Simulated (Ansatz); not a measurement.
Ansatz (a program for electronic structure) input (MP2/STO-3G):

Ansatz 0.2 input:
```yaml
crystal:
  periodic: [false, false, false]
  atoms:
    - {symbol: Si, position_ang: [0.00024600, -0.01101400, 1.17211600]}
    - {symbol: Si, position_ang: [-0.00024600, 0.01101400, -1.17211600]}
    - {symbol: H, position_ang: [-0.00038100, 1.37523900, 1.69966300]}
    - {symbol: H, position_ang: [-1.20404700, -0.71203000, 1.68030300]}
    - {symbol: H, position_ang: [1.20549100, -0.71075200, 1.67980900]}
    - {symbol: H, position_ang: [0.00038100, -1.37523900, -1.69966300]}
    - {symbol: H, position_ang: [-1.20549100, 0.71075200, -1.67980900]}
    - {symbol: H, position_ang: [1.20404700, 0.71203000, -1.68030300]}
basis:
  gaussian:
    orbitals: STO-3G
magnetization: {spin_polarized: false}
correlation: {method: mp2, electrons: outside_noble_gas}
```

Output:

```
Functional definition: HF
integrals: 0.00 GiB planned
268 factors; integrals over basis functions are off by at most 3.3e-5 eV
mean field: 0.05 GiB planned
mean field evaluation 1: about -15637.8045 eV, gradient 9.2e0 eV
mean field evaluation 2: about -15637.8224 eV, gradient 9.1e0 eV
mean field evaluation 4: about -15638.2303 eV, gradient 3.5e-1 eV
mean field evaluation 8: about -15638.2310 eV, gradient 5.7e-7 eV
mean field -15638.23102694 eV, -574.6943902665 hartree, gradient 6.5e-6 eV, S^2 0.000000; 0 other end points of the search recorded, 0 dependent functions left out
10 core orbitals not correlated
reference -15638.23102694 eV, -574.6943902665 hartree; 7, 7 occupied and 7, 7 virtual orbitals, 268 factors
second order -2.26571117 eV of doubles, -0.00000000 eV of singles
Total energy: -15640.49673812 eV, -574.7776536164 hartree
```

The geometry given is a B3LYP-D3(BJ)/def2-TZVP minimum.
